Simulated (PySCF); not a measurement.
Geometries of 3 isomers of C4H7NO, from PySCF 2.14.0, PBE0-D3(BJ)/def2-SVP geometry optimisation, gas phase. One conformer each, no zero-point energy, no frequencies.

Task: Which isomer lies lowest at this level?
A.
```xyz
13
angstrom
C      2.144    0.024   -0.075
C      0.667   -0.095   -0.026
N     -0.007   -1.171   -0.001
C     -1.408   -0.786    0.028
C     -1.393    0.757    0.071
O     -0.005    1.082   -0.009
H      2.594   -0.974   -0.100
H      2.447    0.594   -0.966
H      2.508    0.576    0.805
H     -1.924   -1.180   -0.864
H     -1.910   -1.230    0.903
H     -1.917    1.230   -0.773
H     -1.798    1.173    1.008
```
B.
```xyz
13
angstrom
C      3.164   -0.197   -0.042
N      2.147   -0.266    0.705
C      0.914   -0.668    0.160
O      0.782   -1.704   -0.444
C     -0.217    0.276    0.478
C     -1.535   -0.141   -0.142
H      3.124   -0.394   -1.129
H      4.140    0.063    0.391
H      0.091    1.287    0.157
H     -0.277    0.340    1.578
H     -1.462   -0.186   -1.238
H     -1.827   -1.144    0.202
H     -2.335    0.565    0.123
```
C.
```xyz
13
angstrom
C     -1.997   -0.970    0.098
N     -0.941   -0.356    0.434
C     -0.432    0.659   -0.375
C     -1.177    1.638   -0.922
O      0.909    0.673   -0.506
C      1.659   -0.386    0.037
H     -2.522   -0.786   -0.858
H     -2.422   -1.719    0.781
H     -2.253    1.669   -0.759
H     -0.692    2.445   -1.470
H      2.706   -0.177   -0.220
H      1.373   -1.360   -0.393
H      1.554   -0.446    1.132
```

Result: A. That is `C1(OCCN=1)C` (2-methyl-2-oxazoline), 9.3 kcal/mol below the next.

```tsv
SMILES	atoms numbered as above	E (Eh)	relative (kcal/mol)	relative (kJ/mol)	dipole (D)
CC1=NCCO1	[CH3:1][C:2]1=[N:3][CH2:4][CH2:5][O:6]1	-286.07388	0.0	0.0	1.32
C=NC(=O)CC	[CH2:1]=[N:2][C:3](=[O:4])[CH2:5][CH3:6]	-286.05903	9.3	39.0	2.36
C=NC(=C)OC	[CH2:1]=[N:2][C:3](=[CH2:4])[O:5][CH3:6]	-286.01213	38.7	162.1	1.89
```

As drawn, the highest has a C=C bond outside aromatic rings, which the lowest lacks.
